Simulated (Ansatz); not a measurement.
Candidate structures of Pt, relaxed level by level: Pt (Im-3m, No. 229; start mp-2646979; another form than the element's usual one); Pt (P6₃/mmc, No. 194; start mp-2647022; another form than the element's usual one); Pt (model structure, from the simple cubic type, Pm-3m, No. 221); fcc Pt. Levels: PBEsol (Ansatz, a quantum-chemistry and plane-wave program, PAW), r²SCAN in Ansatz (PAW).

Problem. Rank the structures in energy at 0 K, level by level.

Solution. Lowest: PBEsol, fcc Pt; r²SCAN, fcc Pt. Energies above the lowest of these candidates, meV/atom:

```json
[
 {"structure": "fcc Pt", "PBEsol": "0", "r²SCAN": "0"},
 {"structure": "Pt (P6₃/mmc, No. 194; start mp-2647022; another form than the element's usual one)", "PBEsol": "63", "r²SCAN": "61"},
 {"structure": "Pt (Im-3m, No. 229; start mp-2646979; another form than the element's usual one)", "PBEsol": "114", "r²SCAN": "94"},
 {"structure": "Pt (model structure, from the simple cubic type, Pm-3m, No. 221)", "PBEsol": "541", "r²SCAN": "429"}
]
```

All these levels agree on the lowest structure.

A measured cell is on file for: fcc Pt.

Static-lattice energies; unlike cells have unlike k meshes, which leaves some meV/atom of uncertainty, and other structures than these can lie lower.

Note: the relaxation could not lower the start's symmetry, so the cell can be a saddle point above a distorted one.

A model structure was made by putting elements into a prototype or built by hand; it is no filed structure, need not be a known phase, and can be a saddle point held by its symmetry.

A start named mp-… is a Materials Project structure, which can be a computed phase never made.
